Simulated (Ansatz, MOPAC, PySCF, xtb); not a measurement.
Potential energy curve for OH, doublet.

- GFN1-xTB (xtb)
- AM1, unrestricted, heats of formation (MOPAC)
- UKS-B3LYP/6-31G* = PySCF 2.14.0 with unrestricted B3LYP/6-31G*, spherical d
- FCI = full CI/cc-pVDZ, frozen core (Ansatz, a quantum-chemistry and plane-wave program)

Energies relative to the lowest point of each curve near equilibrium, in eV; the last columns give the difference from FCI:

```
R / Å  GFN1-xTB    AM1  UKS-B3LYP/6-31G*    FCI  GFN1-xTB − FCI  AM1 − FCI  UKS-B3LYP/6-31G* − FCI
-----  --------  -----  ----------------  -----  --------------  ---------  ----------------------
0.73      2.542  1.573             2.854  2.849          -0.307     -1.276                   0.005
0.77      1.559  0.980             1.803  1.793          -0.235     -0.814                   0.010
0.83      0.642  0.390             0.789  0.776          -0.135     -0.386                   0.013
0.88      0.232  0.120             0.314  0.302          -0.069     -0.181                   0.012
0.92      0.065  0.020             0.106  0.097          -0.031     -0.077                   0.009
0.95      0.010  0.000             0.026  0.021          -0.011     -0.021                   0.006
0.97      0.000  0.010             0.003  0.000           0.000      0.010                   0.003
0.99      0.008  0.036             0.000  0.000           0.008      0.036                   0.000
1.03      0.070  0.132             0.044  0.051           0.020      0.082                  -0.007
1.06      0.150  0.237             0.113  0.124           0.025      0.112                  -0.012
1.15      0.509  0.677             0.443  0.469           0.040      0.208                  -0.026
1.23      0.930  1.175             0.830  0.863           0.068      0.312                  -0.032
1.32      1.462  1.792             1.310  1.337           0.125      0.455                  -0.027
1.47      2.375  2.824             2.115  2.094           0.281      0.730                   0.022
1.59      3.076  3.514             2.696  2.612           0.464      0.902                   0.084
1.73      3.827  4.031             3.229  3.094           0.734      0.938                   0.135
1.92      4.701  4.402             3.703  3.540           1.160      0.862                   0.163
2.13      5.466  4.609             4.004  3.819           1.647      0.791                   0.185
2.36      6.094  4.720             4.185  3.965           2.129      0.754                   0.220
2.62      6.600  4.776             4.294  4.037           2.563      0.739                   0.258
2.92      6.986  4.803             4.356  4.070           2.916      0.733                   0.286
3.39          —  4.814             4.392  4.086               —      0.728                   0.306
3.88          —  4.815             4.401  4.090               —      0.724                   0.311
```

GFN1-xTB is furthest from FCI at 2.92 (2.916 eV, above); its mean absolute difference over the points is 0.618 eV.

AM1 is furthest from FCI at 0.73 (-1.276 eV, below); its mean absolute difference over the points is 0.516 eV.

UKS-B3LYP/6-31G* is furthest from FCI at 3.88 (0.311 eV, above); its mean absolute difference over the points is 0.093 eV.

Dashes: no converged value, or the column stops at the first point that the program doubted or that broke a chosen test of continuity, which isn't proof of a fault.

The unrestricted determinant behind UKS-B3LYP/6-31G* is spin-contaminated at 1.59 to 3.88 Å (<S²> up to 1.8, against 0.75 for a pure doublet).
